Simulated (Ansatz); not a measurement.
## Litharge SnO

Computed with r²SCANh in Ansatz (PAW).

Run with plane-wave cutoff 520 eV, 8×8×6 k mesh (along the axes of the cell as run), Fermi–Dirac smearing 0.01 eV, scalar-relativistic PAW data made under PBE.

Cell (measured lattice):

Space group P4/nmm, origin choice 1 (No. 129); a = b = 3.801 Å, c = 4.835 Å, α = β = γ = 90.00°

```
atom  site  symmetry       x       y       z
----  ----  --------  ------  ------  ------
Sn      2c       4mm  0.0000  0.5000  0.2369
O       2a      -4m2  0.0000  0.0000  0.0000
```

band gap: 0.57 eV
smallest direct gap on the k points sampled: 2.83 eV
direct gap at Γ: 2.94 eV

Note: cell and atoms aren't relaxed at this level (largest force component 0.18 eV/Å, pressure -0.4 GPa).

Spin–orbit coupling is not included.

Static lattice: no zero-point or thermal effects.

Cost on a shared machine: around 9 core-minutes (rough).

Ansatz is a program for electronic structure.
